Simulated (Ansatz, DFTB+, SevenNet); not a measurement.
**Diamond: properties by level of theory**

Reference values: lattice constant a 3.553 Å (measured, static lattice: zero-point anharmonic expansion removed, our sources range from 3.543 to 3.555; as tabulated in Mejia-Rodriguez and Trickey (2018), arXiv:1807.09216); zone-centre TO phonon frequency 1333 cm⁻¹ (measured, low temperature, zero-point motion not removed; as tabulated in Kunc et al. (2003), arXiv:cond-mat/0304692); elastic constant C11 1081 GPa (measured, low temperature, zero-point motion not removed; as tabulated in Tanner et al. (2021), arXiv:2110.11888); elastic constant C44 579 GPa (measured, low temperature, zero-point motion not removed; as tabulated in Tanner et al. (2021), arXiv:2110.11888).

```tsv
level (code)	equilibrium lattice constant a (Å)	zone-centre TO phonon frequency (cm⁻¹)	elastic constant C11 (GPa)	elastic constant C44 (GPa)
DFTB cp2k-nonscc (DFTB+)	3.569	1366	1114	606
SevenNet-0	3.571	1097	643	354
BLYP (Ansatz)	3.597	1261	1024	529
r²SCAN+rVV10 (Ansatz)	3.558	1326	1114	590
```

Differences from the reference values (errors of the level alone only where the reference is corrected to a static lattice):

```json
[
 {"level": "DFTB cp2k-nonscc", "lattice constant a (%)": "+0.45", "zone-centre TO phonon frequency (%)": "+2.5", "elastic constant C11 (%)": "+3.1", "elastic constant C44 (%)": "+4.7"},
 {"level": "SevenNet-0", "lattice constant a (%)": "+0.51", "zone-centre TO phonon frequency (%)": "-17.7", "elastic constant C11 (%)": "-41", "elastic constant C44 (%)": "-39"},
 {"level": "BLYP", "lattice constant a (%)": "+1.24", "zone-centre TO phonon frequency (%)": "-5.4", "elastic constant C11 (%)": "-5.3", "elastic constant C44 (%)": "-8.6"},
 {"level": "r²SCAN+rVV10", "lattice constant a (%)": "+0.14", "zone-centre TO phonon frequency (%)": "-0.5", "elastic constant C11 (%)": "+3.1", "elastic constant C44 (%)": "+1.9"}
]
```

Nearest: lattice constant a, r²SCAN+rVV10; zone-centre TO phonon frequency, not ranked (one source); elastic constant C11, not ranked (one source); elastic constant C44, not ranked (one source).

Machine-learned potentials (SevenNet-0) are trained on DFT data: a solid inside that data is no test of them.

Caveats: this tight-binding set is not self-consistent in the charges (DFTB cp2k-nonscc). Ansatz's density-functional and Hartree–Fock values are scalar-relativistic unless marked +SOC, with PAW data made under PBE.

Differences are worked out from the printed values.

Static lattice: no zero-point or thermal effects.

Ansatz is a program for electronic structure.
